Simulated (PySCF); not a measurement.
Species: PH3O.
SMILES with atom numbers: `[O:1]=[PH3:2]` (hydrogens: H3, H4, H5 on P2)

The same species was optimised twice, with GFN2-xTB and with PBE0-D3(BJ)/def2-SVP (PySCF), and the same property calculations (PySCF, gas phase) were run on both structures.

```csv
coordinate,GFN2-xTB,PBE0-D3(BJ)/def2-SVP,change
P2–H4 (Å),1.387,1.428,+0.041
P2–H5 (Å),1.387,1.428,+0.041
P2–H3 (Å),1.387,1.428,+0.041
O1=P2 (Å),1.453,1.489,+0.036
H3–P2–H5 (°),103.1,100.1,-3.0
H3–P2–H4 (°),103.1,100.2,-2.9
H4–P2–H5 (°),103.1,100.1,-3.0
O1–P2–H4 (°),115.3,117.7,+2.4
O1–P2–H5 (°),115.3,117.7,+2.4
O1–P2–H3 (°),115.3,117.7,+2.4
```

Rotational constants: A = 106227, B = 18053, C = 18052 MHz (GFN2-xTB) against A = 104565, B = 17023, C = 17023 MHz (PBE0-D3(BJ)/def2-SVP). Point groups within 0.08 Å: C3v and C3v.

On the GFN2-xTB structure: HOMO (eV) -8.12 [PBE0/pcSseg-1]; LUMO (eV) 0.67 [PBE0/pcSseg-1]; dipole (D) 3.84 [PBE0/pcSseg-1]; GIAO shielding of O1 (ppm) 313.3 [PBE0/pcSseg-1]; GIAO shielding of P2 (ppm) 393.0 [PBE0/pcSseg-1].

Problem. What do these properties become on the PBE0-D3(BJ)/def2-SVP structure?

Solution. 
```tsv
property	level	on GFN2-xTB	on PBE0-D3(BJ)/def2-SVP	change
HOMO (eV)	PBE0/pcSseg-1	-8.12	-8.17	-0.05
LUMO (eV)	PBE0/pcSseg-1	0.67	0.50	-0.17
dipole (D)	PBE0/pcSseg-1	3.84	3.81	-0.03
energy, GFN2-xTB geometry as zero (kcal/mol)	PBE0/pcSseg-1	0.0	-2.7	-2.7
GIAO shielding of O1 (ppm)	PBE0/pcSseg-1	313.3	303.2	-10.1
GIAO shielding of P2 (ppm)	PBE0/pcSseg-1	393.0	388.9	-4.1
```

The heavy atoms differ by 0.018 Å rms after alignment. Among all bonds P2–H3, P2–H4 and P2–H5 change most and about equally (+0.041 Å). Changes are differences of the printed values. Neither structure is proved a minimum here.
